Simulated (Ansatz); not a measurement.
# C₂H₆B+ (SMILES B[CH+]C): single points off equilibrium

The task here is to estimate one member of a computed series from the others.

Method: single points in def2-TZVPP; program: Ansatz 0.2.0, Gaussian basis.

Correlated methods freeze the cores.

## The system as given

SMILES `B[CH+]C`, 9 atoms, charge 1, spin multiplicity 1.

Atoms are counted from 1 here; the program's logs count them from 0.

Bond lengths: B1–C2 1.409 Å, B1–H4 1.160 Å, B1–H5 1.223 Å, C2–C3 1.597 Å, C2–H6 1.159 Å, C3–H7 1.071 Å, C3–H8 1.210 Å, C3–H9 0.950 Å. Angles: C2–B1–H4 124.6°, C2–B1–H5 117.0°, H4–B1–H5 118.2°, B1–C2–C3 135.1°, B1–C2–H6 120.9°, C3–C2–H6 103.9°, C2–C3–H7 114.5°, C2–C3–H8 102.0°, C2–C3–H9 110.9°, H7–C3–H8 110.0°, H7–C3–H9 110.7°, H8–C3–H9 108.3°.

Coordinates:

```
B    -0.50930    0.81420   -1.22720
C    -0.24190    0.38330    0.08740
C     0.59970   -0.80770    0.73860
H    -1.38430    0.42680   -1.88230
H     0.29170    1.58800   -1.73140
H    -0.61500    0.99130    1.00100
H     0.97510   -1.52260    0.03560
H    -0.21870   -1.32780    1.46200
H     1.30330   -0.46890    1.28030
```

Set-up of the first run:

Contents of run/in.yaml:

```yaml
crystal:
  periodic: [false, false, false]
  atoms:
    - {symbol: B, position_ang: [-0.509300, 0.814200, -1.227200]}
    - {symbol: C, position_ang: [-0.241900, 0.383300, 0.087400]}
    - {symbol: C, position_ang: [0.599700, -0.807700, 0.738600]}
    - {symbol: H, position_ang: [-1.384300, 0.426800, -1.882300]}
    - {symbol: H, position_ang: [0.291700, 1.588000, -1.731400]}
    - {symbol: H, position_ang: [-0.615000, 0.991300, 1.001000]}
    - {symbol: H, position_ang: [0.975100, -1.522600, 0.035600]}
    - {symbol: H, position_ang: [-0.218700, -1.327800, 1.462000]}
    - {symbol: H, position_ang: [1.303300, -0.468900, 1.280300]}
basis:
  gaussian: {orbitals: def2-TZVPP}
total_charge: 1
correlation: {method: ccsd_t}
output: {forces: true}
```

No record of the launch command was kept for these runs.

Among the steps run: CCSD(T)/def2-TZVPP; PBE0-D4/def2-TZVPP; wB97M-V/def2-TZVPP; r2SCAN-D4/def2-TZVPP; PBE-D4/def2-TZVPP; LC-wPBE/def2-TZVPP; SPW92/def2-TZVPP.

One table of the session follows, with a row left open; its other results are not shown here.

```
   method  RMS force component (eV/Å)  angle to CCSD(T) forces (°)
  CCSD(T)                       2.746                    reference
  PBE0-D4                       2.722                          4.4
  wB97M-V                       2.697                          2.6
r2SCAN-D4                       2.667                          5.3
   PBE-D4                       2.657                          7.6
  LC-wPBE                           ?                            ?
    SPW92                       2.683                         12.8
```

Estimate the missing values for LC-wPBE.

As computed: RMS force component (eV/Å): 2.788; angle to CCSD(T) forces (°): 3.5. In the column «RMS force component (eV/Å)» it is the highest.
